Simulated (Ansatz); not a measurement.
**MgW: computed properties**

Method: Ansatz, DFT r2SCAN, scalar-relativistic, plane waves, PAW.

Settings: cutoff 500 eV, Γ-centred mesh 10×10×14 on the computed 4-atom cell, Gaussian smearing of 0.10 eV; no spin polarisation.

The structure is relaxed at this level of theory with its symmetry kept. Whether it is the stable form of this composition wasn't checked.

Space group Cmmm (No. 65). a = 3.342 Å, b = 4.266 Å, c = 4.731 Å, α = 90.00°, β = 90.00°, γ = 90.00°
```json
{"atom": "Mg", "site": "2c", "symmetry": "mmm", "x": "0.0000", "y": "0.5000", "z": "0.5000"}
{"atom": "W", "site": "2a", "symmetry": "mmm", "x": "0.5000", "y": "0.5000", "z": "0.0000"}
```

(1) Formation energy from the elements' standard states (uncorrected)?

(2) Density of states at the Fermi level?

(3) Löwdin character within 0.5 eV of the Fermi level?

(4) Bader charges (e)?

Spin-orbit coupling is left out, which matters for the bands of heavy elements.

Answers

(1) +0.489 eV/atom.

(2) 2.21 states/eV per cell.

(3) W 5d 79 %, unprojected 12 %.

(4) Mg (2 in the cell) 1.52, W (2 in the cell) -1.52.

Cost: 1 run of about 3.8 core-minutes, on Arm Neoverse V2 (shared hosts).